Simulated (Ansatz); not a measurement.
System: rock-salt EuN. Method: BLYP in Ansatz (plane waves, PAW).

Run with plane-wave cutoff 520 eV, 12×12×12 k mesh, Fermi–Dirac smearing 0.01 eV, spin-polarised with parallel moments, scalar-relativistic PAW data made under PBE.

Computed at the level's own relaxed cell.

Estimate the equilibrium volume per atom, bulk modulus, lattice constant a and pressure derivative B′ of the bulk modulus that the calculation returns.


* **equilibrium volume per atom**: 16.76 Å³/atom
* **bulk modulus**: 108 GPa
* **lattice constant a**: 5.118 Å
* **pressure derivative B′ of the bulk modulus**: 4.7

The run finds no gap.

Note: the magnetic order was assumed, not searched for or taken from measurement; the 4f shell is treated without U or exact exchange, so its levels and filling can be wrong; the volume lies 6 % above that of the published cell.

Spin–orbit coupling is not included; it can open a gap where bands touch, and shift volumes and moduli.

Static lattice: no zero-point or thermal effects.

Cost on a shared machine: very roughly 2.6 core-minutes.

Ansatz is a program for electronic structure.
